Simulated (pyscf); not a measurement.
Thermochemistry of product channels of HB=O (SMILES B=O) + H₂C=CH₂ (SMILES C=C) on the singlet surface, in eV, from CCSD(T)/def2-TZVPP + ΔMP2(QZVPP) energies (ideal gas, 1 atm, RRHO with modes under 100 cm⁻¹ raised to 100, one conformer, R ln 2 for chiral ones without a mode under 150 cm⁻¹). Structures and frequencies: ωB97X-D3(BJ)/def2-SVP in PySCF. Correlated levels are frozen-core, on RHF or UHF. ΔMP2 is the change of the MP2 total energy from the triple- to the quadruple-zeta basis.

```
products                       ΔE  ΔH(298 K)  ΔG(900 K)  ΔG(1200 K)
--------------------------  -----  ---------  ---------  ----------
C₂H₅BO (SMILES B1CCO1)      -0.09      +0.02      +1.45       +1.92
H₃C–CH₂–B=O (SMILES CCB=O)    [?]      -1.46      -0.22       +0.19
```

**Question.** Some entries are withheld; supply them.

**Answer.** 
- H₃C–CH₂–B=O (SMILES CCB=O), ΔE: -1.61

The channel to H₃C–CH₂–B=O turns unfavourable between 298 and 1200 K (ΔG from -1.05 eV to +0.19 eV).

These are energies of the channels, which say nothing of barriers. The CCSD(T) − MP2 part came from Ansatz, without density fitting, on the same reference.
